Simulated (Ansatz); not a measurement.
A nudged elastic band was laid between two geometries of C2H4FNO (9 atoms, charge 0, multiplicity 1).

Method: RKS PBE0/STO-3G in Ansatz 0.2.0.

```
movable images  : 7
climbing image  : yes
spring          : 5.0 eV/Å²
optimiser       : quadratic models (default)
start path      : through a guess of the saddle point
force threshold : 0.5 eV/Å
iteration limit : 60
end points      : relaxed
```

Image 0:

```xyz
9
Properties=species:S:1:pos:R:3
O -0.124 0.212 1.956
C -0.573 0.132 0.587
N 0.564 0.511 -0.357
C 0.737 -0.340 -1.331
F 0.004 -1.466 -1.563
H 0.280 1.148 1.976
H -1.410 0.837 0.364
H -0.933 -0.906 0.425
H 1.546 -0.173 -2.073
```

Image 8:

```xyz
9
Properties=species:S:1:pos:R:3
O -0.859 0.561 1.789
C -0.626 -0.189 0.605
N 0.533 0.135 -0.046
C 0.855 0.116 -1.417
F -0.016 -0.612 -2.186
H 1.248 0.605 0.559
H -1.464 -0.525 -0.023
H -1.511 -0.036 2.293
H 1.929 -0.102 -1.591
```

(1) Which bonds break or form, and what moves?

(2) Give the energies along the band, and the barrier.

(3) What is the geometry of the highest image?

Results:

(1) Bonds broken: O1–H6, C2–H8. Bonds formed: O1–H8, N3–H6.

(2) It converged. The highest image is number 5 of 0 to 8, 332.1 kJ/mol above the first end and 96.6 kJ/mol above the last; the last end lies 235.5 kJ/mol above the first. The threshold of 0.5 eV/Å is loose, so the images may lie well off the minimum-energy path. Neighbouring images differ by up to 3.1 eV, so the band resolves the path poorly. The order of the stationary point at the top wasn't checked. The orbitals stay closed-shell, which can raise the energy where a bond breaks towards radicals; this wasn't checked here. Limits of this set-up: minimal basis.

```csv
image,path coordinate (Å),energy (kJ/mol),O1–H6 (Å),C2–H8 (Å),O1–H8 (Å)
0,0.00,0.0,1.02,1.11,2.06
1,0.80,2.0,1.02,1.11,2.06
2,1.59,7.0,1.02,1.11,2.08
3,2.39,22.5,1.02,1.12,2.04
4,3.20,322.1,1.02,1.25,1.36
5,4.00,332.1,1.04,2.02,1.02
6,4.85,310.4,1.64,1.95,1.02
7,5.70,244.4,2.38,1.93,1.02
8,6.54,235.5,2.44,1.91,1.02
```

(3) 
```xyz
9
Properties=species:S:1:pos:R:3:forces:R:3
O -0.572 0.482 1.756 0.10 -0.14 -0.18
C -0.841 -0.267 0.317 -0.19 -0.29 0.11
N 0.436 0.111 -0.215 0.29 0.01 -0.13
C 0.823 -0.255 -1.414 -0.22 0.13 0.12
F 0.013 -0.898 -2.312 0.05 0.07 0.00
H 0.386 0.775 1.459 -0.05 -0.13 -0.20
H -1.632 0.405 -0.103 -0.07 0.15 -0.02
H -0.362 -0.367 2.273 -0.02 0.20 0.29
H 1.839 -0.032 -1.779 0.11 0.01 0.01
```

The run took 120 s on 1 thread of Intel(R) Xeon(R) 6975P-C (Granite Rapids), with other jobs on the host, peak memory 0.1 GiB.
